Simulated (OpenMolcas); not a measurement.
# A workflow on doublet [HNO2]+

Wanted: a single-point energy (UHF/STO-3G), then a single-point energy (CASSCF(3,3)/STO-3G), then the energy (CASPT2(3,3)/STO-3G), then the energy (SC-NEVPT2(3,3)/STO-3G), then the energy (MRCI(3,3)/STO-3G) of doublet [HNO2]+. 

The calculation is run with OpenMolcas 26.06.

3 further runs of the same task are left out: 1 for a known fault of the program, 2 set aside as unsound or not needed.

### Step 1. Starting point

[HNO2]+: 4 atoms, total charge +1, spin state doublet. As SMILES of the parent species, `O=NO`. Geometry: relaxed at PBE0-D4/def2-TZVP. That shape belongs to the parent species and isn't relaxed for this state.

Bond lengths: O1–N2 1.162 Å, N2–O3 1.397 Å, O3–H4 0.967 Å. Angles: O1–N2–O3 111.2°, N2–O3–H4 102.9°.

### Step 2. The energy at UHF/STO-3G (run 1)

The input, coord.xyz:

```xyz
4

O      0.413650     0.047230     1.437260
N      0.320150    -0.419400     0.377370
O     -0.362650     0.434660    -0.492650
H     -0.371140    -0.062490    -1.321980
```

The input, step1.input:

```
&gateway
  baslib = $CurrDir
  coord = coord.xyz
  basis = STO-3G
  group = NoSym

&seward

&scf
  uhf
  charge = 1
  spin = 2
  scramble = 0.25
  prorbitals = 1 1
```

The basis set STO-3G is read from a file made from the Basis Set Exchange's data (not shown).

Launch:

```bash
$ export MOLCAS_MEM=1860
$ pymolcas step1.input > step1.log
```

The program printed:

```text
--- Start Module: gateway ---
[...]
--- Stop Module: gateway /rc=_RC_ALL_IS_WELL_ ---
--- Start Module: seward ---
[...]
      Basis functions           16
--- Stop Module: seward /rc=_RC_ALL_IS_WELL_ ---
--- Start Module: scf ---
[...]
       Convergence after  34 Iterations
[...]
::    Total SCF energy                               -201.6161816566
[...]
      Total spin, S                                     0.5867908491
[...]
      Total electronic charge=   23.000000
      Total            charge=    1.000000
[...]
      Dipole Moment (debye):
      Origin of the operator (angstrom)=    0.1048    0.0377    0.4055
                   X= -7.1169E-02               Y= -8.3413E-01               Z= -1.5788E+00           Total=  1.7870E+00
      Center of Charge (angstrom)
[...]
--- Stop Module: scf /rc=_RC_ALL_IS_WELL_ ---
[...]
```

Wall time 2.1 s (1 thread of Arm Neoverse V1, shared host); peak memory 0.37 GiB.

### Step 3. The energy at CASSCF(3,3)/STO-3G (run 2)

coord.xyz is that of step 2.

The input, step2.input:

```
* HNO2 CASSCF

&GATEWAY
 BasLib = $CurrDir
 Coord = coord.xyz
 Basis = STO-3G
 Group = NoSym

&SEWARD

&RASSCF
 FileOrb = $CurrDir/step1.UnaOrb
 Spin = 2
 Nactel = 3 0 0
 Inactive = 10
 Ras2 = 3
 OrbListing = Nothing
```

The basis set STO-3G is read from a file made from the Basis Set Exchange's data (not shown).

Launch:

```bash
$ export MOLCAS_MEM=1860
$ pymolcas step2.input > step2.log
```

The program printed:

```text
--- Start Module: gateway ---
[...]
--- Stop Module: gateway /rc=_RC_ALL_IS_WELL_ ---
--- Start Module: seward ---
[...]
      Basis functions           16
--- Stop Module: seward /rc=_RC_ALL_IS_WELL_ ---
--- Start Module: rasscf ---
[...]
      Number of active orbitals                  3
[...]
      Spin quantum number                      0.5
[...]
      Active orbitals                            3
[...]
      Number of CSFs                             8
[...]
      Number of root(s) required                 1
[...]
      Convergence after 37 iterations
[...]
      printout of CI-coefficients larger than  0.05 for root  1
      energy=    -201.646723
      conf/sym  111     Coeff  Weight
             1  2u0  -0.97226 0.94528
             8  0u2  -0.23103 0.05337
      Natural orbitals and occupation numbers for root  1
      sym 1:   1.891910   1.000000   0.108090
      ************************************************************************************************************************
      *                                                    Final results                                                     *
[...]
::    RASSCF root number  1 Total energy:   -201.64672264
[...]
      Total electronic charge=   23.000000
      Total            charge=    1.000000
[...]
      Dipole Moment (debye):
      Origin of the operator (angstrom)=    0.1048    0.0377    0.4055
                   X= -7.2586E-03               Y= -9.1516E-01               Z= -1.4990E+00           Total=  1.7563E+00
      Center of Charge (angstrom)
[...]
--- Stop Module: rasscf /rc=_RC_ALL_IS_WELL_ ---
[...]
```

It took 2.3 s on 1 thread of Arm Neoverse V1, shared host; peak memory 0.37 GiB.

### Step 4. The energy at CASPT2(3,3)/STO-3G (run 3)

coord.xyz is that of step 3.

The input, step3.inp:

```
* HNO2 CASPT2
>>> EXPORT MOLCAS_PRINT=2

&gateway
  baslib = $CurrDir
  coord = coord.xyz
  basis = STO-3G
  group = NoSym

&seward

&rasscf
  fileorb = $CurrDir/step2.RasOrb
  spin = 2
  nactel = 3 0 0
  inactive = 10
  ras2 = 3
  orblisting = Nothing

&caspt2
  imaginary = 0.1
  frozen = 3
```

The basis set STO-3G is read from a file made from the Basis Set Exchange's data (not shown).

Launch:

```bash
$ export MOLCAS_MEM=1860
$ pymolcas step3.inp > step3.log
```

The program printed:

```text
--- Start Module: gateway ---
[...]
--- Stop Module: gateway /rc=_RC_ALL_IS_WELL_ ---
[...]
      Basis functions           16
[...]
--- Start Module: rasscf ---
[...]
      Number of active orbitals                  3
[...]
      Spin quantum number                      0.5
[...]
      Active orbitals                            3
[...]
      Number of CSFs                             8
[...]
      Number of root(s) required                 1
[...]
      Convergence after  4 iterations
[...]
      printout of CI-coefficients larger than  0.05 for root  1
      energy=    -201.646723
      conf/sym  111     Coeff  Weight
             1  2u0  -0.97226 0.94529
             8  0u2  -0.23103 0.05337
      Natural orbitals and occupation numbers for root  1
      sym 1:   1.891912   1.000000   0.108088
      ************************************************************************************************************************
      *                                                    Final results                                                     *
[...]
::    RASSCF root number  1 Total energy:   -201.64672264
[...]
      Total electronic charge=   23.000000
      Total            charge=    1.000000
[...]
      Dipole Moment (debye):
      Origin of the operator (angstrom)=    0.1048    0.0377    0.4055
                   X= -7.2622E-03               Y= -9.1515E-01               Z= -1.4991E+00           Total=  1.7563E+00
      Center of Charge (angstrom)
[...]
--- Stop Module: rasscf /rc=_RC_ALL_IS_WELL_ ---
--- Start Module: caspt2 ---
[...]
 ###    WARNING: User changed nr of frozen orbitals.                         ###
 ###############################################################################
[...]
      E2 (Variational):          -0.1446716987
      Total energy:            -201.7913943428
[...]
      Reference weight:           0.93305
[...]
::    CASPT2 Root  1     Total energy:   -201.79139434
[...]
--- Stop Module: caspt2 /rc=_RC_ALL_IS_WELL_ ---
[...]
```

It took 1.8 s on 1 thread of Arm Neoverse V1, shared host; peak memory 0.37 GiB.

### Step 5. A single-point energy at SC-NEVPT2(3,3)/STO-3G (run 4)

coord.xyz is that of step 4.

The input, step4.inp:

```
&GATEWAY
 BASLIB=$CurrDir
 COORD=coord.xyz
 BASIS=STO-3G
 GROUP=NoSym

&SEWARD

&RASSCF
 FILEORB=$CurrDir/step2.RasOrb
 SPIN=2
 NACTEL=3 0 0
 INACTIVE=10
 RAS2=3
 ORBLISTING=Nothing

&CASPT2
 SC-NEVPT2
 FROZEN=3
```

The basis set STO-3G is read from a file made from the Basis Set Exchange's data (not shown).

Launch:

```bash
$ export MOLCAS_MEM=1860
$ pymolcas step4.inp > step4.log
```

The program printed:

```text
--- Start Module: gateway ---
[...]
--- Stop Module: gateway /rc=_RC_ALL_IS_WELL_ ---
[...]
      Basis functions           16
[...]
--- Start Module: rasscf ---
[...]
      Number of active orbitals                  3
[...]
      Spin quantum number                      0.5
[...]
      Active orbitals                            3
[...]
      Number of CSFs                             8
[...]
      Number of root(s) required                 1
[...]
      Convergence after  4 iterations
[...]
      printout of CI-coefficients larger than  0.05 for root  1
      energy=    -201.646723
      conf/sym  111     Coeff  Weight
             1  2u0  -0.97226 0.94529
             8  0u2  -0.23103 0.05337
      Natural orbitals and occupation numbers for root  1
      sym 1:   1.891912   1.000000   0.108088
      ************************************************************************************************************************
      *                                                    Final results                                                     *
[...]
::    RASSCF root number  1 Total energy:   -201.64672264
[...]
      Total electronic charge=   23.000000
      Total            charge=    1.000000
[...]
      Dipole Moment (debye):
      Origin of the operator (angstrom)=    0.1048    0.0377    0.4055
                   X= -7.2622E-03               Y= -9.1515E-01               Z= -1.4991E+00           Total=  1.7563E+00
      Center of Charge (angstrom)
[...]
--- Stop Module: rasscf /rc=_RC_ALL_IS_WELL_ ---
--- Start Module: caspt2 ---
[...]
 ###    WARNING: User changed nr of frozen orbitals.                         ###
 ###############################################################################
[...]
      E2 (Variational):          -0.1428132676
[...]
      E2 (Variational):          -0.1420414574
      Total energy:            -201.7887641015
[...]
      Reference weight:           0.93629
[...]
::    SC-NEVPT2 Root  1     Total energy:   -201.78876410
[...]
--- Stop Module: caspt2 /rc=_RC_ALL_IS_WELL_ ---
[...]
```

Wall time 1.7 s (1 thread of Arm Neoverse V1, shared host); peak memory 0.37 GiB.

### Step 6. The energy at MRCI(3,3)/STO-3G (run 5)

coord.xyz is that of step 5.

The input, step5.inp:

```
>>> EXPORT MOLCAS_PRINT=2

&GATEWAY
 BasLib=$CurrDir
 Coord=coord.xyz
 Basis=STO-3G
 Group=NoSym

&SEWARD

&RASSCF
 FileOrb=$CurrDir/step2.RasOrb
 Spin=2
 Nactel=3 0 0
 Inactive=10
 Ras2=3
 OrbListing=Nothing

&MOTRA
 LumOrb
 Frozen=3

&GUGA
 Electrons=17
 Spin=2
 Inactive=7
 Active=3
 CIAll=1

&MRCI
 SDCI
```

The basis set STO-3G is read from a file made from the Basis Set Exchange's data (not shown).

Launch:

```bash
$ export MOLCAS_MEM=1860
$ pymolcas step5.inp > step5.log
```

The program printed:

```text
--- Start Module: gateway ---
[...]
--- Stop Module: gateway /rc=_RC_ALL_IS_WELL_ ---
[...]
      Basis functions           16
[...]
      Number of active orbitals                  3
[...]
      Spin quantum number                      0.5
[...]
      Active orbitals                            3
[...]
      Number of CSFs                             8
[...]
      Number of root(s) required                 1
[...]
      Convergence after  4 iterations
[...]
      printout of CI-coefficients larger than  0.05 for root  1
      energy=    -201.646723
      conf/sym  111     Coeff  Weight
             1  2u0  -0.97226 0.94529
             8  0u2  -0.23103 0.05337
      Natural orbitals and occupation numbers for root  1
      sym 1:   1.891912   1.000000   0.108088
      ************************************************************************************************************************
      *                                                    Final results                                                     *
[...]
::    RASSCF root number  1 Total energy:   -201.64672264
[...]
      Dipole Moment (debye):
      Origin of the operator (angstrom)=    0.1048    0.0377    0.4055
                   X= -7.2622E-03               Y= -9.1515E-01               Z= -1.4991E+00           Total=  1.7563E+00
      Center of Charge (angstrom)
[...]
      *** WARNING: Default frozen orbitals is overwritten by user input.
      *** Default values:   3
[...]
--- Start Module: guga ---
[...]
--- Stop Module: guga /rc=_RC_ALL_IS_WELL_ ---
--- Start Module: mrci ---
[...]
       (But an ACPF correction will be computed)
       USE THE DEFAULT ACPF G-VALUE GFAC=  0.11764705882352941
[...]
                      CI ENERGY:  -201.81554772
[...]
                ACPF CORRECTION:    -0.02055602
[...]
      Total electronic charge=   23.000000
      Total            charge=    1.000000
[...]
     ACPF CORRECTION:     -0.02055602
[...]
  CI State   1     Total energy:   -201.81554772     QDav:     -0.02368128     QACPF:     -0.02055602
[...]
--- Stop Module: mrci /rc=_RC_ALL_IS_WELL_ ---
[...]
```

It took 2.4 s on 1 thread of Arm Neoverse V1, shared host; peak memory 0.37 GiB.

### Step 7. What came out

```
                                             quantity          value
                      run 1, UHF/STO-3G: total energy  -201.61618 Eh
run 1, UHF/STO-3G: HOMO energy (highest over α and β)      -22.10 eV
 run 1, UHF/STO-3G: LUMO energy (lowest over α and β)       -6.44 eV
                              run 1, UHF/STO-3G: ⟨S²⟩          0.931
              run 2, CASSCF(3,3)/STO-3G: total energy  -201.64672 Eh
              run 3, CASPT2(3,3)/STO-3G: total energy  -201.79139 Eh
           run 4, SC-NEVPT2(3,3)/STO-3G: total energy  -201.78876 Eh
                run 5, MRCI(3,3)/STO-3G: total energy  -201.81555 Eh
```

**Reading.** ⟨S²⟩ (run 1, UHF/STO-3G) is 0.93 where a pure doublet has 0.75: the reference is spin-contaminated. Mulliken charges (run 1, UHF/STO-3G) run from -0.03 on O3 to +0.38 on H4.
